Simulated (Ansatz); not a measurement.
**CH5SSi radical: up Jacob's ladder to CCSD(T)**

How much do the methods differ for CH5SSi radical? The plan is to run it at one geometry with functionals of several rungs and with coupled cluster, and see how far each lands from CCSD(T) at the basis-set limit for the atomisation energy.

Program: Ansatz 0.2.0, Gaussian basis. Level of theory: functionals in def2-TZVPP, the program's frozen cores in correlated methods. These are calculated values, not measurements.

Plan: LDA (SPW92), PBE-D4, revPBE-D4, BLYP-D4, r2SCAN-D4, B97M-V, PBE0-D4, B3LYP-D4, r2SCANh-D4, r2SCAN0-D4, HSE06-D4, BHLYP-D4, CAM-B3LYP-D4, LC-ωPBE, ωB97X-V, ωB97M-V, B2PLYP, PBE-QIDH; CCSD(T)/def2-SVP; CCSD(T)/def2-TZVPP; MP2/def2-QZVPP; extrapolation to the limit; RPA on PBE.

## Step 1: The relaxed structure

The geometry comes from an earlier relaxation with PBE0-D4 in a triple-zeta def2 set; it is a stationary point, not always the lowest conformer.

SMILES `C[SiH2][S]`, 8 atoms, charge 0, spin multiplicity 2.

Atoms are counted from 1 here; the program's logs count them from 0.

Bond lengths: C1–Si2 1.864 Å, C1–H4 1.094 Å, C1–H5 1.092 Å, C1–H6 1.092 Å, Si2–S3 2.125 Å, Si2–H7 1.492 Å, Si2–H8 1.488 Å. Angles: Si2–C1–H4 110.2°, Si2–C1–H5 110.7°, Si2–C1–H6 110.7°, H4–C1–H5 108.7°, H4–C1–H6 108.2°, H5–C1–H6 108.3°, C1–Si2–S3 114.0°, C1–Si2–H7 111.2°, C1–Si2–H8 110.4°, S3–Si2–H7 102.4°, S3–Si2–H8 109.7°, H7–Si2–H8 108.8°.

## Step 2: LDA

This LDA is Slater exchange with PW92 correlation.

Contents of in.yaml:

```yaml
crystal:
  periodic: [false, false, false]
  atoms:
    - {symbol: C, position_ang: [-0.598720, 0.798092, -0.213041]}
    - {symbol: Si, position_ang: [0.427596, -0.729407, 0.083902]}
    - {symbol: S, position_ang: [1.890237, -0.504064, 1.609232]}
    - {symbol: H, position_ang: [-1.299436, 0.628397, -1.035285]}
    - {symbol: H, position_ang: [0.038515, 1.647417, -0.466391]}
    - {symbol: H, position_ang: [-1.175308, 1.055431, 0.678115]}
    - {symbol: H, position_ang: [1.258536, -1.063031, -1.109684]}
    - {symbol: H, position_ang: [-0.449119, -1.890136, 0.397252]}
basis:
  gaussian: {orbitals: def2-TZVPP}
magnetization: {spin_polarized: true, initial_magnetization: 1}
hamiltonian: {xc: lda}
output: {orbitals: {seedname: orbitals}}
```

The runs that follow: PBE-D4 (GGA); revPBE-D4 (GGA); BLYP-D4 (GGA); r2SCAN-D4 (meta-GGA); B97M-V (meta-GGA); PBE0-D4 (hybrid); B3LYP-D4 (hybrid); r2SCANh-D4 (hybrid); r2SCAN0-D4 (hybrid); HSE06-D4 (hybrid); BHLYP-D4 (hybrid); CAM-B3LYP-D4 (range-separated); LC-ωPBE-D4 (range-separated); ωB97X-V (range-separated); ωB97M-V (range-separated); B2PLYP (double hybrid); PBE-QIDH (double hybrid); CCSD(T) in def2-SVP; CCSD(T) in def2-TZVPP; MP2 in def2-QZVPP; RPA on PBE orbitals.

Q: Predict the results of all the runs planned. Wanted: atomisation energy, CCSD(T)/CBS; farthest beyond LDA; mean size of error, GGA; mean size of error, meta-GGA; mean size of error, hybrid; mean size of error, range-separated; mean size of error, double hybrid; gap, smallest and largest; T1 diagnostic.

As calculated:

| quantity | value |
| --- | --- |
| atomisation energy, CCSD(T)/CBS | 2587.2 kJ/mol |
| functionals within 12.9 kJ/mol (0.5 %) | PBE0-D4, B3LYP-D4, r2SCANh-D4, r2SCAN0-D4, HSE06-D4, CAM-B3LYP-D4, ωB97M-V |
| farthest beyond LDA | BHLYP-D4 (-34.6 kJ/mol) |
| mean size of error, GGA | 21.4 kJ/mol |
| mean size of error, meta-GGA | 21.0 kJ/mol |
| mean size of error, hybrid | 8.5 kJ/mol |
| mean size of error, range-separated | 15.3 kJ/mol |
| mean size of error, double hybrid | 24.0 kJ/mol |
| gap, smallest and largest | 0.06 eV (LDA (SPW92)), 8.14 eV (LC-ωPBE) |
| T1 diagnostic | 0.0128 |
| triples share of the correlation energy | 3.7 % |

**Reading.** The LDA atomisation energy is off by 305.5 kJ/mol (12 %): it overbinds. PBE-D4 misses by +15.4 kJ/mol. Double hybrids carry the basis error of their MP2 part in triple zeta, and no dispersion term here, so their miss is partly the set-up's. Taken by rung, hybrid functionals do best (8.5 kJ/mol on average) and double hybrid ones worst beyond LDA (24.0 kJ/mol). Misses under about 12.9 kJ/mol are within the doubt on the reference itself, which lacks core-valence correlation, relativity and higher excitations. Hartree-Fock recovers 76 % of the binding; the rest is correlation. CCSD(T) in def2-SVP is off by -163.0 kJ/mol, worse than the median functional, from the basis alone. Orbital gaps span 0.1 to 8.1 eV; exact exchange widens them.
